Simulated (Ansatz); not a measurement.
Geometry optimisation, Ansatz 0.2.0, UKS B3LYP/cc-pVDZ.

The input (input.yaml):

```yaml
crystal:
  periodic: [false, false, false]
  atoms:
    - { symbol: Al, position_ang: [0.071254, 0.427272, 0.230606] }
    - { symbol: H, position_ang: [-0.791819, 0.674646, 2.839921] }
    - { symbol: H, position_ang: [1.443024, -0.404801, 0.051985] }
    - { symbol: H, position_ang: [-1.302712, -0.364385, -0.078784] }
    - { symbol: "N", position_ang: [-0.036417, 0.142688, 2.364964] }
    - { symbol: H, position_ang: [-0.219435, -0.846381, 2.561917] }
    - { symbol: H, position_ang: [0.836104, 0.370961, 2.849391] }
magnetization:
  spin_polarized: true
  initial_magnetization: 1
basis:
  gaussian: { orbitals: cc-pVDZ }
hamiltonian:
  xc: b3lyp
relax:
  f_tol: 0.03
  max_steps: 50
```

Launched with:

```bash
$ ansatz run input.yaml --threads 1 --pin off --max-ram 2048MiB --backend cpu --events-out ev --progress --plain --runs-dir out
```

**Question.** Where does it end, and by what steps?

**Answer.** The forces met the threshold. The force dipped under the threshold on the way, but the program's further checks kept it going. After 6 steps the energy has fallen by 0.012 eV; H6 moved furthest, 0.11 Å.

| step | energy less start (eV) | largest force component (eV/Å) | accepted |
| --- | --- | --- | --- |
| 0 | 0.0000 | 0.450 | yes |
| 1 | -0.0087 | 0.134 | yes |
| 2 | -0.0110 | 0.062 | yes |
| 3 | -0.0115 | 0.035 | yes |
| 4 | -0.0120 | 0.003 | yes |
| 5 | -0.0121 | 0.046 | yes |
| 6 | -0.0122 | 0.014 | yes |

```xyz
7
Properties=species:S:1:pos:R:3
Al 0.093 0.409 0.262
H -0.835 0.607 2.792
H 1.422 -0.476 0.019
H -1.324 -0.267 -0.112
N -0.031 0.127 2.378
H -0.126 -0.867 2.613
H 0.802 0.467 2.868
```

Whether the end is a true minimum wasn't checked by a vibrational analysis.

Run time: 16 s on 1 thread of Intel(R) Xeon(R) Platinum 8375C CPU @ 2.90GHz (Ice Lake) (shared host), peak memory 0.15 GiB.
